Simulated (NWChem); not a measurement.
System: tert-butyl cation (C₄H₉ cation); SMILES C[C+](C)C

Computed with NWChem. The level has its own optimisation; frequencies are unscaled.

Task: Estimate the computed values for B3LYP/3-21G. Quantities: r C–C (Å); highest harmonic frequency (cm⁻¹); lowest (cm⁻¹); zero-point energy (kcal/mol).

Result: 
```json
{
  "r C–C (Å)": "1.469",
  "highest harmonic frequency (cm⁻¹)": "3176",
  "lowest (cm⁻¹)": "37",
  "zero-point energy (kcal/mol)": "73.9"
}
```
